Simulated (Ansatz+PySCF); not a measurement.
**singlet C₄H₆: levels of theory in one basis**

```xyz
10

C    -0.0022    0.0013   -0.7179
C    -0.0028   -0.0016    0.7180
C    -0.0075    1.1093   -1.4824
C    -0.0076   -1.1109    1.4835
H    -0.0087   -0.9725   -1.2219
H     0.0012    0.9691    1.2131
H    -0.0023    1.0770   -2.5718
H    -0.0038    2.1157   -1.0273
H    -0.0062   -1.0627    2.5633
H    -0.0042   -2.1042    1.0132
```

Basis set: def2-SVP (spherical functions). Frozen core: 4 orbitals. Charge 0, multiplicity 1.

Computed with Ansatz (development build ahead of 0.2.0); each method stands on the lowest determinant of its kind that the runs found. NEVPT2 correlates all electrons. Active spaces start from the frontier orbitals, and the lowest solution found is given.

| method | E − E(RHF) (eV) | <S²> of the determinant |
| --- | --- | --- |
| RHF | 0.00 | 0.00 |
| UHF | -0.14 | 0.48 |
| RHF-MP2 | -14.56 | – |
| UHF-MP2 | -13.90 | 0.48 |
| RHF-CCSD | -15.81 | – |
| RHF-CCSD(T) | -16.42 | – |
| SC-NEVPT2(4,4) | -15.09 | – |

Problem. What does CASSCF(4,4) give on the same scale?

Solution. -1.53 eV.

Problem. Is a single determinant a sound starting point here?

Solution. Only with care. Unrestricted orbitals gain 0.14 eV and <S²> is 0.48 against 0.00 for a pure state, so spin symmetry breaks but gains little energy; restricted orbitals can still serve. The CASSCF(4,4) natural occupations are 1.93, 1.88, 0.13, 0.06.

Caution for UHF, UHF-MP2: the unrestricted determinant is spin contaminated. Caution for UHF-MP2: a plain start can end on a higher determinant; another reference gives a lower total.
